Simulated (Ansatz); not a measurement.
# Li₂ (singlet): the correlation ladder, aug-cc-pVTZ

The task here is to estimate one member of a computed series from the others.

Method: aug-cc-pVTZ, core rule «outside noble gas», up to 2 orbitals frozen; program: Ansatz 0.2.0, Gaussian basis.

To be run: UHF; CCSD(T) on RHF; CCSD(T) on UHF; BCCD(T) on RHF; CASSCF and MRCISD+Q, 2 electrons in 8 orbitals; CASSCF and NEVPT2, 2 electrons in 8 orbitals; Full CI.

21 further runs of the same task are left out: 5 for a known fault of the program, 5 that didn't finish, 11 set aside as unsound or not needed.

### The system

The geometry is a PBE0/def2-TZVPD stationary point (not a proven minimum) of the parent state, kept for this charge and spin.

2 atoms, charge 0, spin multiplicity 1.

Atoms are counted from 1 here; the program's logs count them from 0.

No contacts short enough for the rule that draws bonds.

Set-up of the first run:

Input file in.yaml:

```yaml
crystal:
  periodic: [false, false, false]
  atoms:
    - {symbol: Li, position_ang: [0.000000, 0.000000, 0.000000]}
    - {symbol: Li, position_ang: [0.000000, 0.000000, 3.117600]}
basis:
  gaussian: {orbitals: aug-cc-pVTZ}
magnetization: {spin_polarized: true, initial_magnetization: 0}
hamiltonian: {xc: hf}
output: {orbitals: {seedname: orbitals}}
```

Launch:

```
> ansatz run in.yaml --threads 1 --pin off --events-out ev --progress --plain --max-ram 2393MiB
```

Steps of the session up to this table: UHF; CCSD(T) on RHF; CCSD(T) on UHF; BCCD(T) on RHF; CASSCF and MRCISD+Q, 2 electrons in 8 orbitals; CASSCF and NEVPT2, 2 electrons in 8 orbitals; Full CI.

One of the session's tables, all rows but one given; the rest of the session is left out.

It belongs to the step «Misses and costs». 

| method | from FCI (kJ/mol) |
| --- | --- |
| RHF | +79.7 |
| UHF | +71.2 |
| RMP2 | +25.4 |
| RCCSD | 0.0 |
| RCCSD(T) | 0.0 |
| BCCD(T) | 0.0 |
| CASSCF valence | +0.8 |
| NEVPT2 valence | ? |
| MRCISD valence | 0.0 |
| MRCISD+Q valence | 0.0 |
| FCI | 0 |

Estimate the missing values for NEVPT2 valence.

**Answer.** from FCI (kJ/mol): +0.3. In the column «from FCI (kJ/mol)» it lies between FCI (0) and CASSCF valence (+0.8).

Not comparable, so not listed: CCSD(T) on UHF (they don't share determinant, frozen orbitals or solution with the rows shown, or repeat one).
